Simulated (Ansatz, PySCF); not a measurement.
System: NO2, charge 0, doublet. NO2 (SMILES [O]N=O, doublet).
B3LYP-D3(BJ)/def2-TZVP minimum from Ansatz (a quantum-chemistry and plane-wave program):
```
N
O 1 1.1906
O 1 1.1906 2 134.41
```
Charge 0, spin multiplicity 2.

Total energies in hartree (Ansatz). UHF or UKS for unpaired electrons; spin-orbit terms are left out. Correlated methods leave the cores frozen. No relativity.

```tsv
species	HF/cc-pVTZ	CCSD(T)/cc-pVTZ	HF/cc-pVQZ	CCSD(T)/cc-pVQZ	CCSDT(Q)/cc-pVTZ
1: NO2 (SMILES [O]N=O, doublet)	-204.11090	-204.80004	-204.12679	-204.86252	-204.80346
2: N (quartet)	-54.40069	-54.51471	-54.40372	-54.52482	-54.51507
3: O (triplet)	-74.81176	-74.97396	-74.81729	-74.99357	-74.97430
```

### Question
Work out the enthalpy of formation at 298 K (by atomisation, with ideal-gas terms from PySCF's Hessian at B3LYP-D3(BJ)/def2-TZVP and the atoms' measured values of the G2/97 table; no spin-orbit terms) in kJ/mol: take Hartree-Fock from cc-pVQZ, extrapolate the CCSD(T) correlation energy as X^-3 (X = 3, 4), and add CCSDT(Q) - CCSD(T) in cc-pVTZ. The further terms named in the bracket sum to +0.37504 hartree. 1 hartree = 2625.5 kJ/mol.

### Answer

Species 1: correlation (64·(-0.73573) - 27·(-0.68914))/37 = -0.76973; step -0.00342; E1 = -204.12679 + (-0.76973) + (-0.00342) = -204.89994
Species 2: correlation (64·(-0.12110) - 27·(-0.11402))/37 = -0.12627; step -0.00036; E2 = -54.40372 + (-0.12627) + (-0.00036) = -54.53035
Species 3: correlation (64·(-0.17628) - 27·(-0.16220))/37 = -0.18655; step -0.00034; E3 = -74.81729 + (-0.18655) + (-0.00034) = -75.00418
+1·E1 -1·E2 -2·E3 +0.37504 = 0.01381 hartree = 36.2 kJ/mol. Measured: 8.1 kcal/mol, 34.0 kJ/mol (Active Thermochemical Tables 1.112 (ions: stationary electron), as tabulated in the package chemicals); atomic spin-orbit terms, which the calculations lack, would raise the computed values. The composite differs from it by +2.2 kJ/mol; core, relativistic and spin-orbit terms are not in it.
